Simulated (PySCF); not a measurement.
Carbon trimer, C3 (singlet state).
Geometry (GFN2-xTB, Å), atoms numbered from 1 in this order:
```
atom  x, y, z in Å
C1    -1.241    0.400   -0.003
C2     0.006    0.079   -0.011
C3     1.246   -0.270    0.001
```

Computed, not measured: TDDFT PBE0/def2-SVPD, vertical, gas phase, core orbitals frozen in the response in PySCF 2.14.0, density-fitted response routines.

```
state  E (eV)  E (kJ/mol)  λ (nm)       f  symmetry  main configurations (H = HOMO, L = LUMO)
   S1    3.25         313   381.9   0.021        Πu                            H→L/L+1 (100%)
   S2    3.25         313   381.9   0.021        Πu                            H→L/L+1 (100%)
   S3    3.88         375   319.1  0.0000         –                      H-3/H-2→L/L+1 (100%)
   S4    4.18         404   296.5  0.0000         –                      H-3/H-2→L/L+1 (≥92%)
   S5    4.18         404   296.5  0.0000         –                      H-3/H-2→L/L+1 (≥92%)
   S6    4.29         414   288.9  0.0000         –                           H-1→L/L+1 (99%)
   S7    4.29         414   288.8  0.0000         –                           H-1→L/L+1 (99%)
   S8    8.10         781   153.1   1.019       Σu+                      H-3/H-2→L/L+1 (≥91%)
```

Triplets, Tamm–Dancoff:

```
state  E (eV)  λ (nm)  main configurations (H = HOMO, L = LUMO)
   T1    1.91   647.9                             H→L/L+1 (97%)
   T2    1.91   647.8                             H→L/L+1 (97%)
```

The lowest singlet level (S1/S2) lies at 3.25 eV (382 nm, visible) and is of moderate strength. The strongest level in the table is S8 at 8.10 eV (153 nm, f = 1.019). It is the last of those listed, so stronger ones may follow. S1/S2, S4/S5 and S6/S7 lie within about 0.01 eV of each other in each set; the point group D∞h has degenerate representations, and within a degenerate level the listed configurations can mix freely. Orbital energies (eV): HOMO-3 -10.81, HOMO-2 -10.81, HOMO-1 -10.37, HOMO -9.57, LUMO -4.59, LUMO+1 -4.59, LUMO+2 1.07. Of the 8 states listed, 3 reach f = 0.01 and 5 stay under 0.0005. The listed states span 4.85 eV, and the widest gap between neighbours is 3.80 eV (S7 to S8). 2 computed singlets (S1 to S2) lie in the visible range (380 to 750 nm), the largest f among them at 382 nm, f = 0.021; light of that wavelength is violet, and its complementary colour is yellow-green; a Tamm–Dancoff triplet lies at 648 nm, without intensity as long as spin–orbit coupling is left out. Symmetry labels in D∞h follow from the direction of the transition dipole and are given only for states with f of 0.002 or more. Orbitals of the list HOMO-3 to LUMO+2 that lie within 0.01 eV of each other are written together with a slash and their weights summed (≥ marks a lower bound); for degenerate orbitals outside that list single weights are arbitrary. The window holds the lowest 8 singlets.
